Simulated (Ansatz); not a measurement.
Input file:

```yaml
crystal:
  periodic: [false, false, false]
  atoms:
    - {symbol: Sb, position_ang: [0.000000, -0.020134, 0.000000]}
    - {symbol: H, position_ang: [0.000000, 1.216100, -1.179315]}
    - {symbol: H, position_ang: [0.000000, 1.216107, 1.179309]}
basis:
  gaussian: {orbitals: def2-SVP}
total_charge: 1
correlation: {method: sc_nevpt2, electrons: outside_noble_gas, active_space: {window: {electrons: 6, orbitals: 6}, shells: [{species: H, l: s, shell: 1}, {species: Sb, l: s, shell: 5}, {species: Sb, l: p, shell: 5}]}}
```

```sh
$ ansatz run in.yaml --threads 1 --pin off --events-out ev --progress --plain --max-ram 2393MiB
```

Question: Roughly how long does this take on 1 thread of Intel Xeon, shared host, and how much host memory?

Answer: 3.6 s wall and 0.1 GiB.

```
770 factors; integrals over basis functions are off by at most 2.2e-7 eV
mean field evaluation 1: about -6532.9809 eV, gradient 7.0e0 eV
mean field evaluation 2: about -6532.9853 eV, gradient 7.0e0 eV
mean field evaluation 4: about -6533.2138 eV, gradient 3.1e-1 eV
mean field evaluation 8: about -6533.2142 eV, gradient 3.0e-4 eV
mean field -6533.21417932 eV, -240.0911927182 hartree, gradient 2.4e-6 eV, S^2 0.000000; 0 other end points of the search recorded, 0 dependent functions left out; unrestricted orbitals would lower it
reference -6533.21417932 eV, -240.0911927182 hartree; 12, 12 occupied and 24, 24 virtual orbitals, 770 factors
state -6534.63529524 eV, -240.1434177652 hartree
state -6534.63529524 eV, -240.1434177652 hartree; corrected -6535.69216931 eV, -240.1822571709 hartree
Total energy: -6535.69216931 eV, -240.1822571709 hartree
Checks for a lower state left out: starts, orbital_swaps
```

For the same geometry and basis full CI lies 416.9 meV lower.
